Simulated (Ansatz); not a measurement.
# C₂H₃O radical (built from SMILES C#C.[OH]): single points off equilibrium

How do the functionals fare away from a minimum? The structure is a displaced guess of a reacting structure.

Computed with Ansatz 0.2.0, Gaussian basis. Level: single points in def2-TZVPP.

Cores are frozen in the correlated methods. Orbitals are unrestricted.

## Step 1: Where the work starts

6 atoms, charge 0, spin multiplicity 2.

Atoms are counted from 1 here; the program's logs count them from 0.

Bond lengths: C1–C2 1.002 Å, C1–H4 1.149 Å, C2–H5 1.101 Å, O3–H6 1.012 Å. Angles: C2–C1–H4 169.9°, C1–C2–H5 145.5°.

Geometry (Å):

```
C     0.53000    0.43700   -0.10880
C     0.35340    0.02150   -1.00330
O    -0.95440    0.08210    1.34720
H     0.92170    0.93590    0.84890
H     0.27540   -0.92170   -1.56680
H    -1.53470   -0.60240    0.87980
```

## Step 2: CCSD(T)/def2-TZVPP

Contents of run/in.yaml:

```yaml
crystal:
  periodic: [false, false, false]
  atoms:
    - {symbol: C, position_ang: [0.530000, 0.437000, -0.108800]}
    - {symbol: C, position_ang: [0.353400, 0.021500, -1.003300]}
    - {symbol: O, position_ang: [-0.954400, 0.082100, 1.347200]}
    - {symbol: H, position_ang: [0.921700, 0.935900, 0.848900]}
    - {symbol: H, position_ang: [0.275400, -0.921700, -1.566800]}
    - {symbol: H, position_ang: [-1.534700, -0.602400, 0.879800]}
basis:
  gaussian: {orbitals: def2-TZVPP}
magnetization: {spin_polarized: true, initial_magnetization: 1}
correlation: {method: ccsd_t}
scf: {omitted_lower_state_checks: [cluster_reference]}
output: {forces: true}
```

The command line of these runs was not kept.

## Step 3: PBE0-D4/def2-TZVPP

Edit run/in.yaml of step 2 so:

```diff
@@ -12,4 +12,3 @@
 magnetization: {spin_polarized: true, initial_magnetization: 1}
-correlation: {method: ccsd_t}
-scf: {omitted_lower_state_checks: [cluster_reference]}
-output: {forces: true}
+hamiltonian: {xc: pbe0, dispersion: d4}
+output: {forces: true, orbitals: {seedname: orbitals}}
```

## Step 4: wB97M-V/def2-TZVPP

Edit run/in.yaml of step 3 so:

```diff
@@ -12,3 +12,3 @@
 magnetization: {spin_polarized: true, initial_magnetization: 1}
-hamiltonian: {xc: pbe0, dispersion: d4}
-output: {forces: true, orbitals: {seedname: orbitals}}
+hamiltonian: {xc: {name: wB97M-V}}
+output: {forces: true}
```

## Step 5: r2SCAN-D4/def2-TZVPP

Edit run/in.yaml of step 4 so:

```diff
@@ -12,3 +12,3 @@
 magnetization: {spin_polarized: true, initial_magnetization: 1}
-hamiltonian: {xc: {name: wB97M-V}}
+hamiltonian: {xc: r2scan, dispersion: d4}
 output: {forces: true}
```

## Step 6: PBE-D4/def2-TZVPP

Edit run/in.yaml of step 5 so:

```diff
@@ -12,3 +12,3 @@
 magnetization: {spin_polarized: true, initial_magnetization: 1}
-hamiltonian: {xc: r2scan, dispersion: d4}
+hamiltonian: {xc: pbe, dispersion: d4}
 output: {forces: true}
```

## Step 7: r2SCAN0-D4/def2-TZVPP

Edit run/in.yaml of step 6 so:

```diff
@@ -12,3 +12,3 @@
 magnetization: {spin_polarized: true, initial_magnetization: 1}
-hamiltonian: {xc: pbe, dispersion: d4}
+hamiltonian: {xc: {name: r2SCAN0}, dispersion: d4}
 output: {forces: true}
```

## Step 8: CAM-B3LYP-D4/def2-TZVPP

Edit run/in.yaml of step 7 so:

```diff
@@ -12,3 +12,3 @@
 magnetization: {spin_polarized: true, initial_magnetization: 1}
-hamiltonian: {xc: {name: r2SCAN0}, dispersion: d4}
+hamiltonian: {xc: {name: CAM-B3LYP}, dispersion: d4}
 output: {forces: true}
```

(Steps that only read results are left out.)

Q: Predict the outcome of this session. Wanted: energy less free atoms, CCSD(T)/def2-TZVPP; RMS force component; RMS force error; HOMO and LUMO, PBE0-D4; T1 diagnostic.

As calculated:

```
                                  quantity                                                                                                   value
energy less free atoms, CCSD(T)/def2-TZVPP                                                                                         -398.1 kcal/mol
                       RMS force component                                                                  13.672 to 14.301 eV/Å over the methods
                           RMS force error  PBE0-D4 0.356, wB97M-V 0.437, r2SCAN-D4 0.268, PBE-D4 0.333, r2SCAN0-D4 0.491, CAM-B3LYP-D4 0.638 eV/Å
                    HOMO and LUMO, PBE0-D4                                                                                      -8.39 and -3.44 eV
                             T1 diagnostic                                                                                                   0.016
```

In words: Against CCSD(T) the functionals' energies less atoms differ by -38.8 to -11.3 kcal/mol, PBE-D4 by -38.8 kcal/mol. CCSD(T) in triple zeta still lacks some correlation energy of the bonds, so part of these gaps is its own basis error and they don't rank the functionals. On forces the order runs from r2SCAN-D4 to CAM-B3LYP-D4. Frozen-core CCSD(T) forces in triple zeta carry basis errors of their own, and this is one geometry, so small gaps rank nothing.
